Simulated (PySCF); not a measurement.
# Computed spin Hamiltonian

Species: PH2 (doublet state).
Hydrogens: H2, H3 on P1.

Identity: `[PH2]` [radical].

Method used: UKS B3LYP, IGLO-III on P, pcH-1 on H, non-relativistic, mean-field spin-orbit, GIAO in PySCF 2.14.0. Isolated species at its PBE0-D3(BJ)/def2-SVP geometry, gas phase.

| Item | Value |
| --- | --- |
| g1, g2, g3 | 2.00223, 2.00694, 2.01647 |
| g_iso | 2.00855 |
| Form of g | rhombic: the two nearest values differ by 33 % of g3 − g1 |
| ⟨S²⟩ | 0.7547 (exact 0.7500) |
| α and β electrons | 9, 8 |
| HOMO–LUMO gap, α and β orbitals | 7.45, 4.81 eV |

Isotropic coupling and dipolar principal values T1 to T3, in mT; ρ(0) is the spin density at the nucleus (MHz turned into mT with g_iso):

| atom | isotope | a_iso | of which spin–orbit | T1 | T2 | T3 | Mulliken spin population | ρ(0) (bohr⁻³) |
| --- | --- | --- | --- | --- | --- | --- | --- | --- |
| P1 | 31P | 5.60 | -0.13 | -11.77 | -10.98 | 22.75 | 1.07 | 0.0889 |
| H2 | 1H | -1.41 | 0.01 | -0.63 | 0.10 | 0.53 | -0.04 | -0.0089 |
| H3 | 1H | -1.41 | 0.01 | -0.63 | 0.10 | 0.53 | -0.04 | -0.0089 |

The largest Mulliken spin population is on P1 (+1.07).

Axes: g1 is normal to the molecular plane.

Under fast tumbling the dipolar parts average out, and these isotropic splittings remain: 1 × 31P (P1, I = 1/2, 2 lines) with 5.60 mT and 2 × 1H (H2/H3, I = 1/2, 3 lines) with 1.41 mT.

β density exceeds α density at some nuclei, such as H2/H3 (-0.0089), spin density in bohr⁻³. In a single determinant that takes different orbitals for the two spins, that is spin polarisation.
